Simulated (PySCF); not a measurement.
Cl₄Si. Atoms are numbered in the order given.

```xyz
5

Cl     1.1716    -1.1716     1.1716
Si     0.0000     0.0000     0.0000
Cl    -1.1716    -1.1716    -1.1716
Cl    -1.1716     1.1716     1.1716
Cl     1.1716     1.1716    -1.1716
```

The structure is a stationary point at ωB97X-D3(BJ)/def2-SVP. The isomer is the one that the SMILES or the coordinates give; other isomers of the formula were not compared.

Calculation: SMD-M06-2X/6-31G* (PySCF).

Solvation free energies are E(SMD) − E(gas) at the gas-phase geometry, for 1 M in both phases. In vacuum the dipole moment is 0.00 D.

Question: Rank water, dimethylsulfoxide, ethylethanoate by solvation free energy, most negative first.

Answer: ethylethanoate (-3.8 kcal/mol), dimethylsulfoxide (-2.7 kcal/mol), water (0.9 kcal/mol)
